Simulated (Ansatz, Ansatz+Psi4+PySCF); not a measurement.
```yaml
atoms:
  - { symbol: Si, position_ang: [0.0000, 0.0000, 1.1427] }
  - { symbol: Si, position_ang: [0.0000, 0.0000, -1.1427] }
  - { symbol: H, position_ang: [0.0000, 1.3933, 1.6610] }
  - { symbol: H, position_ang: [-1.2066, -0.6966, 1.6610] }
  - { symbol: H, position_ang: [1.2066, -0.6966, 1.6610] }
  - { symbol: H, position_ang: [0.0000, -1.3933, -1.6610] }
  - { symbol: H, position_ang: [-1.2066, 0.6966, -1.6610] }
  - { symbol: H, position_ang: [1.2066, 0.6966, -1.6610] }
```

Basis set: cc-pVTZ on H; cc-pV(T+d)Z on Si (spherical functions). Correlated methods keep 10 orbitals frozen. Charge 0, multiplicity 1.

Computed with Ansatz (development build ahead of 0.2.0); each method stands on the lowest determinant of its kind that the runs found. Restricted open shells among the atoms or ions are ROHF, correlated in semicanonical orbitals with singles.

Task: Give the atomization energy at this shape (free ground-state atoms in the same class of orbitals less the molecule, no zero-point energy) of singlet Si₂H₆ by RHF-MP2, RHF.

Result:

```
 method  atomization energy
RHF-MP2       2140.0 kJ/mol
    RHF       1762.8 kJ/mol
```
